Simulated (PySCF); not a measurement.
Bond stretch in OH, doublet.

Levels: ROHF/cc-pVTZ (PySCF); ROKS-LDA (SVWN5) = restricted open-shell LDA (SVWN5)/cc-pVTZ in PySCF 2.14.0; UHF/cc-pVTZ (PySCF).

Magnitude of the dipole moment (D; its direction can reverse along the curve, and a method can change to another solution) and Mulliken charge of the fragment that holds O1:

```csv
R / Å,μ ROHF,q ROHF,μ ROKS-LDA (SVWN5),q ROKS-LDA (SVWN5),μ UHF,q UHF
0.73,1.59,-0.16,1.56,-0.12,1.59,-0.16
0.77,1.62,-0.17,1.59,-0.14,1.63,-0.17
0.83,1.67,-0.20,1.62,-0.17,1.68,-0.20
0.88,1.72,-0.22,1.65,-0.19,1.72,-0.22
0.92,1.75,-0.24,1.67,-0.21,1.75,-0.23
0.94,1.76,-0.24,1.68,-0.22,1.76,-0.24
0.97,1.79,-0.25,1.70,-0.23,1.79,-0.25
0.99,1.80,-0.26,1.71,-0.24,1.80,-0.26
1.03,1.83,-0.27,1.73,-0.25,1.83,-0.27
1.07,1.86,-0.28,1.75,-0.26,1.86,-0.27
1.14,1.91,-0.28,1.78,-0.27,1.89,-0.28
1.22,1.95,-0.28,1.81,-0.27,1.90,-0.27
1.31,1.99,-0.28,1.85,-0.27,1.75,-0.24
```

The scan ran from 0.73 to 3.92 Å; beyond the distances shown one of the unrestricted levels run for this scan, shown here or not, changes its spin distribution in one step. The unrestricted determinant behind UHF is spin-contaminated at 1.31 Å (<S²> up to 0.9, against 0.75 for a pure doublet).
